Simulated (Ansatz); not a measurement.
A short molecular-dynamics run on `F/C=C/F`.

```yaml
crystal:
  periodic: [false, false, false]
  atoms:
    - {symbol: F, position_ang: [-1.017033, -0.026118, -1.442122]}
    - {symbol: C, position_ang: [0.066246, 0.019101, -0.663972]}
    - {symbol: C, position_ang: [-0.052207, -0.040589, 0.648566]}
    - {symbol: F, position_ang: [1.031067, 0.004831, 1.426714]}
    - {symbol: H, position_ang: [1.003743, 0.105886, -1.198453]}
    - {symbol: H, position_ang: [-0.989716, -0.127112, 1.183068]}
basis:
  gaussian: {orbitals: "6-31G*"}
hamiltonian: {xc: {name: r2SCAN}, dispersion: rvv10}
md: {timestep: 1 fs, n_steps: 20, ensemble: nvt_langevin, temperature: 300, initial_velocities: maxwell_boltzmann, friction: 0.01, seed: 449}
```

```sh
$ ansatz run in.yaml --threads 4 --pin off --events-out ev --progress --plain --max-ram 10444MiB
```

```
step  time (fs)  potential energy (eV)  kinetic (eV)  T (K)  conserved (eV)
   0        0.0             -7533.6779        0.1939    250               –
   1        1.0             -7533.6544        0.1790    231               –
   2        2.0             -7533.6174        0.1459    188               –
   3        3.0             -7533.6195        0.1377    178               –
   4        4.0             -7533.6400        0.1767    228               –
   5        5.0             -7533.6383        0.1763    227               –
   6        6.0             -7533.6071        0.1369    177               –
   7        7.0             -7533.5753        0.0921    119               –
   8        8.0             -7533.5794        0.0924    119               –
   9        9.0             -7533.6092        0.1429    184               –
  10       10.0             -7533.6196        0.1505    194               –
  11       11.0             -7533.5979        0.1256    162               –
  12       12.0             -7533.5745        0.0992    128               –
  13       13.0             -7533.5827        0.0940    121               –
  14       14.0             -7533.6065        0.1342    173               –
  15       15.0             -7533.6028        0.1468    189               –
  16       16.0             -7533.5658        0.1124    145               –
  17       17.0             -7533.5403        0.0903    116               –
  18       18.0             -7533.5467        0.0863    111               –
  19       19.0             -7533.5615        0.0903    116               –
  20       20.0             -7533.5587        0.1033    133               –
```

Velocities are drawn at the set temperature; a run this short doesn't reach equilibrium.

Frames (Å, forces in eV/Å):

```xyz
6
time=0.0 fs
F    -1.017   -0.026   -1.442   -0.434   -0.018   -0.320
C     0.066    0.019   -0.664    0.349    0.038   -0.330
C    -0.052   -0.041    0.649   -0.349   -0.037    0.330
F     1.031    0.005    1.427    0.434    0.018    0.320
H     1.004    0.106   -1.198    0.134    0.012   -0.074
H    -0.990   -0.127    1.183   -0.134   -0.012    0.074
6
time=1.0 fs
F    -1.020   -0.026   -1.441   -0.547   -0.033   -0.311
C     0.066    0.020   -0.669    1.029    0.125   -0.535
C    -0.048   -0.039    0.649    0.454    0.006   -0.518
F     1.029    0.003    1.431    0.520    0.036    0.348
H     1.009    0.115   -1.237   -0.454   -0.052    0.431
H    -0.967   -0.139    1.163   -1.003   -0.082    0.585
6
time=2.0 fs
F    -1.023   -0.026   -1.440   -0.630   -0.044   -0.291
C     0.066    0.022   -0.674    1.410    0.179   -0.582
C    -0.045   -0.038    0.649    0.943    0.046   -1.148
F     1.027    0.002    1.436    0.536    0.047    0.349
H     1.008    0.123   -1.272   -0.773   -0.094    0.789
H    -0.957   -0.148    1.146   -1.486   -0.135    0.883
6
time=3.0 fs
F    -1.026   -0.026   -1.440   -0.671   -0.053   -0.242
C     0.068    0.024   -0.679    1.398    0.199   -0.520
C    -0.042   -0.038    0.648    0.712    0.007   -1.222
F     1.026    0.001    1.442    0.477    0.052    0.308
H     0.996    0.130   -1.300   -0.735   -0.105    0.927
H    -0.966   -0.157    1.135   -1.181   -0.101    0.749
6
time=4.0 fs
F    -1.030   -0.027   -1.439   -0.684   -0.060   -0.188
C     0.070    0.026   -0.685    1.072    0.185   -0.306
C    -0.039   -0.037    0.645    0.030   -0.104   -0.965
F     1.024    0.000    1.447    0.371    0.056    0.238
H     0.975    0.137   -1.320   -0.417   -0.083    0.861
H    -0.989   -0.168    1.130   -0.372    0.006    0.360
6
time=5.0 fs
F    -1.034   -0.028   -1.439   -0.681   -0.065   -0.150
C     0.073    0.028   -0.692    0.518    0.131    0.166
C    -0.037   -0.035    0.642   -0.645   -0.228   -0.729
F     1.023   -0.001    1.452    0.228    0.058    0.138
H     0.952    0.143   -1.334    0.089   -0.030    0.621
H    -1.016   -0.178    1.127    0.491    0.133   -0.046
6
time=6.0 fs
F    -1.038   -0.028   -1.439   -0.658   -0.065   -0.128
C     0.077    0.030   -0.700   -0.197    0.041    0.817
C    -0.036   -0.034    0.639   -1.038   -0.310   -0.612
F     1.022   -0.001    1.457    0.065    0.059    0.016
H     0.929    0.148   -1.343    0.716    0.047    0.240
H    -1.039   -0.185    1.125    1.112    0.229   -0.334
6
time=7.0 fs
F    -1.043   -0.029   -1.439   -0.594   -0.062   -0.110
C     0.080    0.032   -0.706   -0.794   -0.037    1.365
C    -0.037   -0.033    0.636   -1.051   -0.341   -0.613
F     1.021   -0.001    1.462   -0.115    0.058   -0.120
H     0.913    0.153   -1.349    1.199    0.112   -0.100
H    -1.050   -0.189    1.118    1.355    0.269   -0.423
6
time=8.0 fs
F    -1.047   -0.029   -1.438   -0.470   -0.055   -0.078
C     0.082    0.035   -0.711   -0.969   -0.044    1.451
C    -0.039   -0.031    0.633   -0.666   -0.323   -0.633
F     1.021   -0.001    1.466   -0.306    0.060   -0.279
H     0.912    0.163   -1.355    1.221    0.114   -0.136
H    -1.047   -0.191    1.107    1.189    0.247   -0.324
6
time=9.0 fs
F    -1.052   -0.029   -1.437   -0.283   -0.042   -0.028
C     0.084    0.037   -0.713   -0.690    0.036    0.999
C    -0.042   -0.029    0.628    0.050   -0.261   -0.640
F     1.020   -0.001    1.471   -0.479    0.066   -0.440
H     0.924    0.176   -1.364    0.748    0.036    0.175
H    -1.032   -0.190    1.093    0.655    0.165   -0.065
6
time=10.0 fs
F    -1.057   -0.030   -1.437   -0.053   -0.023    0.026
C     0.086    0.039   -0.715   -0.248    0.156    0.375
C    -0.044   -0.028    0.622    0.941   -0.162   -0.694
F     1.017   -0.002    1.474   -0.612    0.076   -0.583
H     0.945    0.189   -1.372    0.104   -0.081    0.561
H    -1.011   -0.186    1.075   -0.132    0.035    0.316
6
time=11.0 fs
F    -1.063   -0.030   -1.436    0.178   -0.001    0.067
C     0.087    0.040   -0.717    0.117    0.274   -0.161
C    -0.046   -0.026    0.616    1.760   -0.067   -0.697
F     1.015   -0.003    1.477   -0.709    0.089   -0.712
H     0.967    0.204   -1.372   -0.438   -0.194    0.818
H    -0.993   -0.179    1.060   -0.908   -0.100    0.685
6
time=12.0 fs
F    -1.069   -0.031   -1.435    0.389    0.019    0.093
C     0.088    0.041   -0.718    0.244    0.357   -0.505
C    -0.047   -0.024    0.609    2.213   -0.035   -0.478
F     1.013   -0.003    1.480   -0.798    0.101   -0.844
H     0.983    0.217   -1.365   -0.721   -0.267    0.866
H    -0.984   -0.175    1.051   -1.328   -0.174    0.868
6
time=13.0 fs
F    -1.073   -0.031   -1.434    0.567    0.039    0.092
C     0.089    0.042   -0.720    0.084    0.372   -0.571
C    -0.047   -0.023    0.603    2.032   -0.095    0.016
F     1.010   -0.003    1.482   -0.855    0.112   -0.958
H     0.990    0.228   -1.349   -0.693   -0.278    0.682
H    -0.987   -0.174    1.051   -1.135   -0.149    0.739
6
time=14.0 fs
F    -1.078   -0.032   -1.432    0.712    0.062    0.062
C     0.091    0.044   -0.723   -0.347    0.313   -0.362
C    -0.046   -0.023    0.596    1.328   -0.219    0.694
F     1.007   -0.004    1.483   -0.859    0.122   -1.037
H     0.988    0.239   -1.325   -0.362   -0.222    0.275
H    -1.000   -0.174    1.057   -0.473   -0.055    0.367
6
time=15.0 fs
F    -1.082   -0.033   -1.428    0.841    0.087    0.009
C     0.092    0.047   -0.725   -0.969    0.186    0.032
C    -0.044   -0.024    0.590    0.472   -0.359    1.414
F     1.004   -0.005    1.484   -0.830    0.131   -1.096
H     0.983    0.248   -1.295    0.190   -0.101   -0.288
H    -1.017   -0.177    1.067    0.297    0.056   -0.072
6
time=16.0 fs
F    -1.086   -0.034   -1.425    0.940    0.112   -0.059
C     0.092    0.049   -0.728   -1.453    0.065    0.396
C    -0.041   -0.025    0.585   -0.245   -0.471    1.974
F     1.000   -0.005    1.484   -0.777    0.138   -1.130
H     0.982    0.257   -1.266    0.644    0.014   -0.765
H    -1.032   -0.182    1.076    0.891    0.142   -0.416
6
time=17.0 fs
F    -1.089   -0.035   -1.421    0.973    0.130   -0.138
C     0.091    0.052   -0.729   -1.422    0.046    0.491
C    -0.039   -0.027    0.582   -0.652   -0.533    2.263
F     0.997   -0.004    1.485   -0.685    0.144   -1.126
H     0.989    0.267   -1.247    0.656    0.034   -0.922
H    -1.037   -0.189    1.080    1.130    0.179   -0.568
6
time=18.0 fs
F    -1.092   -0.036   -1.417    0.951    0.140   -0.214
C     0.087    0.055   -0.730   -0.885    0.139    0.359
C    -0.037   -0.030    0.581   -0.727   -0.534    2.236
F     0.993   -0.003    1.485   -0.553    0.147   -1.082
H     1.003    0.279   -1.237    0.211   -0.055   -0.771
H    -1.030   -0.196    1.078    1.005    0.163   -0.528
6
time=19.0 fs
F    -1.094   -0.036   -1.413    0.886    0.143   -0.296
C     0.082    0.057   -0.731   -0.162    0.265    0.259
C    -0.036   -0.033    0.582   -0.488   -0.467    1.857
F     0.989   -0.003    1.484   -0.408    0.149   -1.001
H     1.021    0.289   -1.235   -0.403   -0.185   -0.505
H    -1.014   -0.202    1.072    0.576    0.095   -0.314
6
time=20.0 fs
F    -1.095   -0.035   -1.410    0.781    0.142   -0.388
C     0.078    0.060   -0.731    0.552    0.371    0.247
C    -0.036   -0.036    0.584   -0.017   -0.330    1.244
F     0.985   -0.002    1.484   -0.238    0.147   -0.888
H     1.039    0.295   -1.237   -0.990   -0.308   -0.235
H    -0.994   -0.205    1.065   -0.089   -0.022    0.020
```

It took 15 s on 4 threads of an Intel Xeon Platinum 8488C on a shared host, with 0.15 GiB of host memory at the peak.
